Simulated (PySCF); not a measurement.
Löwdin shares of the frontier orbitals

Compound: acetamide, C2H5NO.
SMILES with atom numbers: `[CH3:1][C:2]([NH2:3])=[O:4]` (hydrogens: H5, H6, H7 on C1; H8, H9 on N3)

Structure used (PBE0-D3(BJ)/def2-SVP), in Å, numbered top down from 1:
```
atom  x, y, z in Å
C1    -1.043   -0.230   -0.273
C2     0.163    0.084    0.587
N3     1.332    0.258   -0.086
O4     0.087    0.171    1.794
H5    -1.445   -1.206    0.035
H6    -0.838   -0.249   -1.352
H7    -1.821    0.519   -0.065
H8     2.164    0.466    0.451
H9     1.401    0.187   -1.090
```

Level of theory: TDDFT PBE0/def2-SVPD, vertical, gas phase, core orbitals frozen in the response (PySCF 2.14.0, density-fitted response routines).

Frontier orbitals with the atoms that hold most of them (Löwdin shares over 4%, at most four atoms; ? is withheld):

```tsv
orbital	ε (eV)	atoms
HOMO-3	-11.31	C1 42%, H6 18%, H7 10%, H5 9%
HOMO-2	-10.50	C1 25%, O4 19%, C2 16%, N3 16%
HOMO-1	-7.97	?
HOMO	-7.43	O4 71%, C2 10%, C1 9%, N3 6%
LUMO	0.47	?
LUMO+1	0.58	C2 36%, O4 26%, N3 15%, C1 9%
LUMO+2	1.57	C1 20%, H8 19%, H9 12%, H5 10%
```

Q: Give the leading atoms of the LUMO.

A: H9 (bonded to N) 22%; C1 (bonded to C and 3 H) 20%; N3 (bonded to C and 2 H) 14%; C2 (bonded to C, N and O) 13%. By element: carbon 33%, hydrogen 22% or more, nitrogen 14%.

Q: Give the leading atoms of the HOMO-1.

A: N3 (bonded to C and 2 H) 45%; O4 (bonded to C) 36%; C2 (bonded to C, N and O) 11%.

Q: The HOMO–LUMO gap is 7.90 eV. Where does the response calculation put the lowest singlet, and from which orbitals?

A: S1 is at 5.74 eV (f = 0.0002), 2.16 eV below the gap, made of HOMO→LUMO+1 (98%). Its leading pair isn't HOMO and LUMO; the energies of that pair differ by 8.01 eV. 

Q: One configuration dominates each of S1, S2 and S3. Which, and how do the shares of the two leading atoms of either orbital change from the occupied to the empty one?

A: 
- S1 (5.74 eV, f 0.0002), HOMO→LUMO+1 (98%): O4 71% → 26%, C2 10% → 36%; low, almost dark, from the terminal oxygen into the C=O bond, the pattern of n→π*
- S2 (6.76 eV, f 0.027), HOMO→LUMO (97%): O4 71% → at most 13%, C2 10% → 13%, H9 at most 4% → 22%, C1 9% → 20%
- S3 (7.10 eV, f 0.0094), HOMO-1→LUMO (97%): N3 45% → 14%, O4 36% → at most 13%, H9 at most 4% → 22%, C1 at most 4% → 20%

Löwdin shares depend on the basis, the more so with diffuse functions.

Time: 18 s. Hardware: one thread of an x86-64 server, no GPU (shared host).
